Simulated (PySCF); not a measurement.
Isomers of C7H5N.

All values: B3LYP/def2-SVPD (PySCF) at PBE0-D3(BJ)/def2-SVP geometries, gas phase, one conformer each. Core orbitals are frozen in the response; Δα² is half the sum of the squared differences of the principal polarisabilities.

Question: Rank by mean static polarisability, highest first.
A. `C#Cc1ccccn1` (2-ethynylpyridine)
B. `[CH:1]#[C:2]/[CH:3]=[C:4](/[C:5]#[N:6])[CH:7]=[CH2:8]` with C3–C4–C7–C8 180°
C. `C(c1ccccc1)#N`

Answer: B (14.76 Å³), A (13.31 Å³), C (12.64 Å³).

Question: Rank by HOMO energy, lowest first.
A. `C#CC1=CC=NC=C1`
B. `C#Cc1ccccn1`
C. `N#Cc1ccccc1`

Answer: C (-7.64 eV), A (-7.36 eV), B (-7.02 eV).

Question: Rank by dipole moment, lowest first.
A. `N#CC1=CC=CC=C1`
B. `[CH:1]#[C:2]/[CH:3]=[C:4](/[C:5]#[N:6])[CH:7]=[CH2:8]` with C3–C4–C7–C8 180°
C. `C#Cc1ccccn1` (2-ethynylpyridine)
D. 4-ethynylpyridine (`C#Cc1ccncc1`)

Answer: D (2.01 D), C (2.38 D), B (4.00 D), A (4.70 D).

All values together:

| SMILES | μ (D) | HOMO (eV) | LUMO (eV) | α (Å³) | Δα (Å³) | ΔSCF removal energy (eV) |
| --- | --- | --- | --- | --- | --- | --- |
| N#Cc1ccccc1 | 4.70 | -7.64 | -1.85 | 12.64 | 9.39 | 9.66 |
| C#Cc1cccnc1 | 2.04 | -7.03 | -1.64 | 13.29 | 11.42 | 9.03 |
| C#C/C=C(/C#N)C=C | 4.00 | -7.03 | -2.78 | 14.76 | 13.80 | – |
| C#Cc1ccccn1 | 2.38 | -7.02 | -1.64 | 13.31 | 11.37 | 9.01 |
| C#Cc1ccncc1 | 2.01 | -7.36 | -1.85 | 13.19 | 10.50 | – |

Conformers: `[CH:1]#[C:2]/[CH:3]=[C:4](/[C:5]#[N:6])[CH:7]=[CH2:8]` with C3–C4–C7–C8 180°.

A dash marks a removal energy that wasn't run or isn't settled.
